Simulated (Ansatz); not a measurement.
**[Tm(H2O)6]3+ (TmH₁₂O₆ (+3)): one state, many levels**

An exercise on one series of results from a longer session: the logs are not shown, and one member is left open.

Program: Ansatz 0.2.0, Gaussian basis. Level of theory: as each input shows. These are calculated values, not measurements.

Plan: PBE-D4/def2-TZVP, r2SCAN-D4/def2-TZVP, HF/def2-TZVP, B3LYP-D4/def2-TZVP, PBE-D4/def2-SVP, PBE0-D4/def2-SVP, MP2/def2-SVP.

1 further run of the same task is left out (it didn't finish). Runs told in other sessions of the task aren't counted.

### The geometry

The geometry is that of the triplet, from an earlier relaxation (r2SCAN-D4/def2-SVP).

19 atoms, charge 3, spin multiplicity 3.

Atoms are counted from 1 here; the program's logs count them from 0.

Bond lengths: Tm1–O2 2.271 Å, Tm1–O5 2.272 Å, Tm1–O8 2.266 Å, Tm1–O11 2.266 Å, Tm1–O14 2.266 Å, Tm1–O17 2.266 Å, O2–H3 0.980 Å, O2–H4 0.980 Å, O5–H6 0.980 Å, O5–H7 0.980 Å, O8–H9 0.980 Å, O8–H10 0.980 Å, O11–H12 0.980 Å, O11–H13 0.980 Å, O14–H15 0.980 Å, O14–H16 0.979 Å, O17–H18 0.980 Å, O17–H19 0.980 Å. Angles: O2–Tm1–O5 179.8°, O2–Tm1–O8 90.0°, O2–Tm1–O11 90.0°, O2–Tm1–O14 89.9°, O2–Tm1–O17 89.8°, O5–Tm1–O8 90.2°, O5–Tm1–O11 89.7°, O5–Tm1–O14 90.1°, O5–Tm1–O17 90.2°, O8–Tm1–O11 179.9°, O8–Tm1–O14 90.0°, O8–Tm1–O17 90.2°, O11–Tm1–O14 90.0°, O11–Tm1–O17 89.9°, O14–Tm1–O17 179.7°, Tm1–O2–H3 128.0°, Tm1–O2–H4 127.9°, H3–O2–H4 104.1° and more.

As a file:

```xyz
19
charge 3, multiplicity 3
Tm    0.0026   -0.0007   -0.0021
O     0.1641    0.1823    2.2560
H     0.1498    0.9988    2.7973
H     0.2642   -0.5375    2.9130
O    -0.1677   -0.1837   -2.2599
H    -0.2713    0.5358   -2.9168
H    -0.1539   -1.0001   -2.8016
O     2.2553    0.1657   -0.1766
H     2.9087    0.2741    0.5452
H     2.7984    0.1486   -0.9917
O    -2.2506   -0.1647    0.1709
H    -2.7952   -0.1480    0.9851
H    -2.9031   -0.2677   -0.5525
O    -0.1749    2.2516   -0.1692
H    -0.9909    2.7934   -0.1582
H     0.5473    2.9062   -0.2653
O     0.1753   -2.2528    0.1760
H    -0.5481   -2.9043    0.2836
H     0.9897   -2.7970    0.1667
```

Tm takes a core potential in the def2 sets. No spin-orbit coupling is included. The ion is computed in the gas phase, without counter-ions or solvent.

PBE0-D4/def2-TZVP was run before; its log isn't repeated, and its numbers join the tables.

The first run:

start.molden holds the orbitals of an earlier run on this state, given as this run's starting guess.

Contents of in.yaml:

```yaml
crystal:
  periodic: [false, false, false]
  atoms:
    - {symbol: Tm, position_ang: [0.002624, -0.000734, -0.002050]}
    - {symbol: O, position_ang: [0.164057, 0.182348, 2.255971]}
    - {symbol: H, position_ang: [0.149812, 0.998786, 2.797321]}
    - {symbol: H, position_ang: [0.264240, -0.537476, 2.912953]}
    - {symbol: O, position_ang: [-0.167709, -0.183750, -2.259930]}
    - {symbol: H, position_ang: [-0.271315, 0.535790, -2.916825]}
    - {symbol: H, position_ang: [-0.153863, -1.000132, -2.801561]}
    - {symbol: O, position_ang: [2.255314, 0.165689, -0.176597]}
    - {symbol: H, position_ang: [2.908667, 0.274086, 0.545218]}
    - {symbol: H, position_ang: [2.798448, 0.148579, -0.991747]}
    - {symbol: O, position_ang: [-2.250578, -0.164686, 0.170941]}
    - {symbol: H, position_ang: [-2.795150, -0.147969, 0.985145]}
    - {symbol: H, position_ang: [-2.903079, -0.267660, -0.552510]}
    - {symbol: O, position_ang: [-0.174890, 2.251621, -0.169156]}
    - {symbol: H, position_ang: [-0.990884, 2.793372, -0.158172]}
    - {symbol: H, position_ang: [0.547349, 2.906222, -0.265261]}
    - {symbol: O, position_ang: [0.175333, -2.252767, 0.175982]}
    - {symbol: H, position_ang: [-0.548090, -2.904339, 0.283634]}
    - {symbol: H, position_ang: [0.989735, -2.797000, 0.166664]}
basis:
  gaussian: {orbitals: def2-TZVP, initial_orbitals: start.molden}
total_charge: 3
magnetization: {spin_polarized: true, initial_magnetization: 2}
hamiltonian: {xc: pbe, dispersion: d4}
scf: {omitted_lower_state_checks: [starts]}
output: {orbitals: {seedname: orbitals}}
```

Run with:

```sh
$ ansatz run in.yaml --threads 4 --pin off --events-out ev --progress --plain --max-ram 6963MiB
```

Steps of the session up to this table: PBE-D4/def2-TZVP; r2SCAN-D4/def2-TZVP; HF/def2-TZVP; B3LYP-D4/def2-TZVP; PBE-D4/def2-SVP; PBE0-D4/def2-SVP; MP2/def2-SVP.

One of the session's tables, all rows but one given; the rest of the session is left out.

It belongs to the step «Levels side by side». 

```
              level  HOMO (eV)  LUMO (eV)  gap (eV)
       HF/def2-TZVP     -27.89      -9.60     18.29
    PBE-D4/def2-SVP     -20.55     -19.89      0.65
   PBE-D4/def2-TZVP     -20.73     -20.06      0.67
r2SCAN-D4/def2-TZVP     -20.79     -18.54      2.24
 B3LYP-D4/def2-TZVP          ?          ?         ?
   PBE0-D4/def2-SVP     -22.94     -16.14      6.80
  PBE0-D4/def2-TZVP     -23.04     -16.17      6.87
```

**Question.** Estimate the row for B3LYP-D4/def2-TZVP.

The run gave: HOMO (eV): -22.73; LUMO (eV): -16.95; gap (eV): 5.79. In the column «HOMO (eV)» it lies between PBE0-D4/def2-SVP (-22.94) and r2SCAN-D4/def2-TZVP (-20.79).
